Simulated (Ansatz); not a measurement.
in.yaml

```yaml
crystal:
  periodic: [false, false, false]
  atoms:
    - {symbol: P, position_ang: [0.000000, 0.000000, 0.000000]}
    - {symbol: Be, position_ang: [0.000000, 0.000000, 3.181000]}
basis:
  gaussian: {orbitals: cc-pVDZ}
total_charge: 1
hamiltonian: {pseudopotentials: {relativity: scalar}}
correlation: {active_space: {window: {electrons: 6, orbitals: 3}, fixed_orbitals: true, states: [{multiplicity: 1, weights: [1, 0.5, 0.5]}]}}
```

```sh
$ ansatz run in.yaml --threads 1 --pin off --events-out ev --progress --plain --max-ram 2393MiB
```

The program prints:

```
567 factors; integrals over basis functions are off by at most 1.4e-7 eV
mean field evaluation 1: about -9675.8967 eV, gradient 1.1e1 eV
mean field evaluation 2: about -9675.8983 eV, gradient 1.1e1 eV
mean field evaluation 4: about -9677.0318 eV, gradient 1.6e0 eV
mean field evaluation 8: about -9677.0578 eV, gradient 1.7e-3 eV
mean field evaluation 16: about -9671.4103 eV, gradient 4.6e0 eV
mean field evaluation 32: about -9677.0578 eV, gradient 1.1e-4 eV
mean field evaluation 64: about -9669.1904 eV, gradient 5.7e0 eV
mean field evaluation 96: about -9677.0542 eV, gradient 2.2e-1 eV
mean field -9677.05782184 eV, -355.6253156071 hartree, gradient 5.9e-6 eV, S^2 0.000000; 5 other end points of the search recorded, 0 dependent functions left out
reference -9677.05782184 eV, -355.6253156071 hartree; 9, 9 occupied and 23, 23 virtual orbitals, 567 factors
Error: 3 states are sought, and the space of determinants holds 1 states of this symmetry and spin
```

The run gave no result to rely on (stopped by an error).

Ran on 1 thread of Arm Neoverse V2, shared host: 0.36 s wall, 0.14 GiB peak host memory.
